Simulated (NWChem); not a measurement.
Molecule: SiH2, singlet; SMILES [SiH2]

```xyz
3

Si     0.0000     0.0000     0.1809
H      1.0934     0.0000    -0.8898
H     -1.0934     0.0000    -0.8898
```
Atoms are numbered in this order, from 1.

Results from NWChem. Low-valent species are run as closed-shell singlets; no triplet was tried in these runs. All runs use the structure optimised with B3LYP/6-31G* (spherical d). Isotropic indirect couplings, all four terms, static geometry, non-relativistic.

For level B3LYP/pcJ-1:

- J(29Si atom 1, 1H atom 2) (Hz) = -17.5

### Question
What are these values for level B3LYP/IGLO-III?

### Answer
| Item | Value |
|---|---|
| J(29Si atom 1, 1H atom 2) (Hz) | -22.7 |
